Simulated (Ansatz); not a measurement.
The parent structure is GaAs in the zinc blende structure (space group F-43m, No. 216; a = 5.6667 Å).

Calculations: Kohn–Sham DFT with the r2SCAN functional, run in Ansatz (a first-principles code) with PAW and 500 eV plane waves, no SOC.

Modification: full substitution As → P; the structure is relaxed again.

Measured band gap: GaAs 1.57 eV (static lattice; corrected from measurement; as listed in Wei Chen et al., Physical Review Materials (2018)); GaP 2.43 eV (static lattice; corrected from measurement; as listed in Wei Chen et al., Physical Review Materials (2018)).

Measured lattice parameter a: GaAs 5.64 Å (static lattice; corrected from measurement; as listed in Daniel Mejia-Rodriguez, S. B. Trickey, Phys. Rev. B (2018)); GaP 5.439 Å (static lattice; corrected from measurement; as listed in Daniel Mejia-Rodriguez, S. B. Trickey, Phys. Rev. B (2018)).

### Question
How well does r2SCAN reproduce the measured shift?

### Answer
With r2SCAN the band gap moves by +0.89 eV (0.96 → 1.85) against +0.86 eV measured; the lattice parameter a moves by -0.215 Å (5.667 → 5.451) against -0.201 Å measured.

No phonon test of stability was made.
